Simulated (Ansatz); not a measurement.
Geometry optimisation, RKS r2SCAN-D4/def2-SVP (Ansatz).

input.yaml

```yaml
crystal:
  periodic: [false, false, false]
  atoms:
    - { symbol: C, position_ang: [-0.70274, 1.07277, -0.42106] }
    - { symbol: C, position_ang: [0.04576, -0.102, -0.27355] }
    - { symbol: Si, position_ang: [0.86572, -1.38406, 0.63862] }
    - { symbol: H, position_ang: [-1.46918, 0.96192, -1.20463] }
    - { symbol: H, position_ang: [-0.01177, 1.75756, -0.94936] }
    - { symbol: H, position_ang: [-1.09105, 1.55585, 0.47897] }
    - { symbol: H, position_ang: [2.29305, -1.29097, 0.85657] }
    - { symbol: H, position_ang: [0.0702, -2.57106, 0.87445] }
total_charge: 1
basis:
  gaussian: { orbitals: def2-SVP }
hamiltonian:
  xc: r2scan
  dispersion: d4
relax:
  f_tol: 0.015
  max_steps: 40
output:
  orbitals: {}
```

Command:

```bash
$ ansatz run input.yaml --threads 1 --pin off --max-ram 2048MiB --backend cpu --events-out ev --progress --plain --runs-dir out
```

Task: Where does it end, and by what steps?

Result: The run converged. Limits of this set-up: the dipole of an ion depends on the origin. After 22 steps the energy has fallen by 0.242 eV; H5 moved furthest, 0.86 Å.

```
step  energy less start (eV)  largest force component (eV/Å)  accepted
   0                  0.0000                           1.117       yes
   1                 -0.0965                           0.656       yes
   2                 -0.1424                           0.379       yes
   3                 -0.1834                           0.326       yes
   4                 -0.1824                           0.586        no
   5                 -0.2104                           0.103       yes
   6                 -0.2181                           0.087       yes
   7                 -0.2183                           0.168       yes
   8                 -0.2201                           0.051       yes
   9                 -0.2214                           0.061       yes
  10                 -0.2226                           0.089       yes
  11                 -0.2238                           0.177       yes
  12                 -0.2255                           0.133       yes
  13                 -0.2280                           0.154       yes
  14                 -0.2289                           0.288       yes
  15                 -0.2344                           0.194       yes
  16                 -0.2334                           0.364        no
  17                 -0.2365                           0.361       yes
  18                 -0.2370                           0.212       yes
  19                 -0.2148                           0.854        no
  20                 -0.2416                           0.019       yes
  21                 -0.2416                           0.022       yes
  22                 -0.2417                           0.011       yes
```

```xyz
8
Properties=species:S:1:pos:R:3
C -0.929 1.008 -0.406
C -0.148 -0.029 0.010
Si 0.859 -1.324 0.533
H -1.285 1.079 -1.450
H 0.335 1.146 -0.457
H -1.293 1.777 0.298
H 2.319 -1.136 0.464
H 0.142 -2.522 1.008
```

Whether the end is a true minimum wasn't checked by a vibrational analysis.

Time of the run: 79 s on 1 thread of Intel(R) Xeon(R) Platinum 8259CL CPU @ 2.50GHz (Skylake/Cascade Lake), with other jobs on the host, peak memory 0.15 GiB.
